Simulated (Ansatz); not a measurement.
# CH6AlN: the cost of one run

Program: Ansatz 0.2.0. Level of theory: RKS r2SCANh-D4/def2-SVP. These are calculated values, not measurements.

**1. The system as given**

Bond lengths: Al1–H2 1.560 Å, Al1–C3 1.970 Å, C3–H4 1.110 Å, C3–H5 1.110 Å, C3–H6 1.110 Å, Al1–N7 1.920 Å, N7–H8 1.060 Å, N7–H9 1.060 Å. Angles: H2–Al1–C3 120.0°, H2–Al1–N7 120.0°, C3–Al1–N7 120.0°, Al1–C3–H4 109.5°, Al1–C3–H5 109.5°, Al1–C3–H6 109.5°, H4–C3–H5 109.4°, H4–C3–H6 109.4°, H5–C3–H6 109.4°, Al1–N7–H8 120.0°, Al1–N7–H9 120.0°, H8–N7–H9 120.0°.

As a file:

```xyz
9

Al    0.0000    0.0000    0.0000
H     0.0000    0.0000    1.5600
C     1.7060    0.0000   -0.9850
H     2.0356   -1.0462   -1.1552
H     1.5695    0.5080   -1.9624
H     2.4756    0.5381   -0.3932
N    -1.6627    0.0000   -0.9600
H    -2.3316   -0.8164   -0.8614
H    -1.9118    0.8164   -1.5886
```

**2. Preparing the start**

input.yaml

```yaml
crystal:
  periodic: [false, false, false]
  atoms:
    - { symbol: Al, position_ang: [0.0, 0.0, 0.0] }
    - { symbol: H, position_ang: [0.0, 0.0, 1.56] }
    - { symbol: C, position_ang: [1.706, 0.0, -0.985] }
    - { symbol: H, position_ang: [2.0356, -1.0462, -1.1552] }
    - { symbol: H, position_ang: [1.5695, 0.508, -1.9624] }
    - { symbol: H, position_ang: [2.4756, 0.5381, -0.3932] }
    - { symbol: "N", position_ang: [-1.6627, 0.0, -0.96] }
    - { symbol: H, position_ang: [-2.3316, -0.8164, -0.8614] }
    - { symbol: H, position_ang: [-1.9118, 0.8164, -1.5886] }
basis:
  gaussian: { orbitals: def2-SVP }
hamiltonian:
  xc: r2scanh
  dispersion: d4
relax:
  f_tol: 0.02
  max_steps: 40
```

The run is started by

```bash
$ ansatz run input.yaml --threads 1 --pin off --max-ram 2048MiB --backend cpu --events-out ev --progress --plain --runs-dir out
```

**Question.** How long does this run take on 1 thread of Arm Neoverse V1, shared host, and how much memory does it need?

About 53 s, with a peak of 0.15 GiB.
